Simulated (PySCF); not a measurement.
Point groups of optimised structures. The calculation used PySCF 2.14.0, PBE0-D3(BJ)/def2-SVP geometry optimisation, gas phase. The symmetry is that of the one conformer found, every atom within 0.08 Å of its image; none is proved a minimum here.

(1) What symmetry has `CC#N`?

(2) What symmetry has `[CH:1]#[C:2][CH:3]1[CH2:4][CH2:5][CH2:6][CH2:7]1` with C2–C3–C4–C5 119°, C3–C4–C5–C6 29°, C4–C5–C6–C7 -43°, C5–C6–C7–C3 39°?

(3) 2H-azirine (`C1=NC1`): symmetry, top, dipole?

(4) What symmetry has `[O:1]=[C:2]([F:3])[c:4]1[cH:5][cH:6][cH:7][c:8]2[cH:9][cH:10][cH:11][cH:12][c:13]12` with O1–C2–C4–C5 -179°?

(5) `[CH3:1][S:2][SiH2:3][N:4]([CH3:5])[CH3:6]` with C1–S2–Si3–N4 -146°, S2–Si3–N4–C5 -135°: symmetry, top, dipole?

(6) Point group, rotor type and polarity of `[CH2:1]=[C:2]1[CH2:3][CH2:4]/[C:5]1=[CH:6]\[CH3:7]` with H–C7–C6–C5 0° (nearest H)?

## Answers

(1) C3v; prolate symmetric top; symmetry number 3; 6 operations, which sort the 6 atoms into 4 sets; dipole 3.83 D, along the axis.

(2) C1; asymmetric top; symmetry number 1; this conformer is chiral (no improper operation); dipole 0.93 D; A, B, C = 5737, 1845, 1581 MHz.

(3) Cs; asymmetric top; symmetry number 1; 2 operations, which sort the 6 atoms into 5 sets; dipole 2.11 D, in the ab plane, which is the mirror.

(4) Cs; asymmetric top; symmetry number 1; 2 operations, which sort the 20 atoms into 20 sets; dipole 3.72 D, in the ab plane, which is the mirror; A, B, C = 1375, 705.7, 466.3 MHz.

(5) C1; near-prolate asymmetric top; symmetry number 1; this conformer is chiral (no improper operation); dipole 1.15 D.

(6) Cs; asymmetric top; symmetry number 1; 2 operations, which sort the 17 atoms into 14 sets; dipole 0.65 D, in the ab plane, which is the mirror.
